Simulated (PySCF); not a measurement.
Oxygen: a sound run and one with changed settings

Sound run: O [He] 2s2 2p4, O⁺ [He] 2s2 2p3. Computed with PySCF 2.14 in jorge-DZP-DKH (4s2p1d, 15 functions), with the spin-free X2C one-electron Hamiltonian (Gaussian nucleus). The sound run starts from symmetry-adapted Hartree-Fock orbitals and uses a fine grid where one is needed.

Changed run: radial step 0.8 in ln r (0.13 in the sound run). This setting is unsound on purpose.

```
species  method  sound run (hartree)  changed run (hartree)  converged
      O     UHF            -74.85717              -74.85717        yes
      O     LDA            -74.56238              -74.52615        yes
      O     PBE            -75.04913              -75.02604        yes
     O⁺     UHF            -74.41662              -74.41662        yes
     O⁺     LDA            -74.05197              -74.00860        yes
     O⁺     PBE            -74.53682              -74.50810        yes
```

Ionisation energy of O:

| method | sound run (eV) | changed run (eV) |
| --- | --- | --- |
| UHF | 11.988 | 11.988 |
| LDA | 13.889 | 14.083 |
| PBE | 13.941 | 14.094 |

A coarse radial grid mis-integrates the density and the exchange-correlation energy, with errors of either sign; Hartree-Fock needs no grid.

For comparison, NIST gives 13.618 eV between the lowest levels.
